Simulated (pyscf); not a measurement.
Single points on ωB97X-D3(BJ)/def2-SVP structures (PySCF, gas phase).

H₃C–CH₂–C•=NH (SMILES CC[C]=N) → H₂C=C=NH (SMILES C=C=N) + CH₃• (SMILES [CH3])
Surface: doublet. Broken: C–C. Formed: none. Give ΔE‡ and ΔE from ωB97X-D3(BJ)/def2-TZVP, relative to the reactant's lowest minimum found.

ΔE‡ = 188.5 kJ/mol, ΔE = +158.2 kJ/mol. ωB97M-D3(BJ)/def2-TZVP gives 179.0 kJ/mol and +144.9 kJ/mol. Zero-point energy shifts the barrier by -18.7 kJ/mol. It is a bond scission, with an imaginary mode of 523i cm⁻¹. On the reactant side the descent ends in a point that may be a rotor saddle (no frequency run), 17.5 kJ/mol over the lowest minimum found and 171.0 kJ/mol under the saddle at ωB97X-D3(BJ)/def2-TZVP. The same reactants have a lower exit, to H₃C–CH₂–C≡N + H• (no saddle counted: cutting one bond, which may have a small barrier of its own, costs +89.7 kJ/mol at ωB97M-D3(BJ)/def2-TZVP, against +179.0 kJ/mol here). H₃C–CH₂–C•=NH lies 48.0 kJ/mol over its isomer H₃C–C(CH₃)=N• (electronic energy, ωB97M-D3(BJ)/def2-TZVP). H₂C=C=NH lies 108.6 kJ/mol over its isomer H₃C–C≡N (electronic energy, ωB97M-D3(BJ)/def2-TZVP). This is the saddle that the search found; another between the same sides may lie lower.
